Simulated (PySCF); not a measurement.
H3P, SMILES P. Geometry optimised at PBE0-D3(BJ)/def2-TZVPD.

TDA-LC-ωPBE/def2-TZVPD in PySCF puts the lowest singlet excitations at 7.40, 7.43, 7.43, 9.66, 9.66, 9.79 eV and the lowest triplet (TDA) at 5.79 eV.

**Question.** What are the lowest singlet roots from EOM-CCSD/aug-cc-pVDZ run with PySCF? (The exact figures need the calculation; the answer reports its results.)

**Answer.** 6.81, 7.45, 7.45, 8.32, 8.32, 8.81 eV; triplets 6.11, 6.11, 6.56 eV. S1 differs by -0.59 eV (second minus first; roots are paired by order, and the bases may differ).
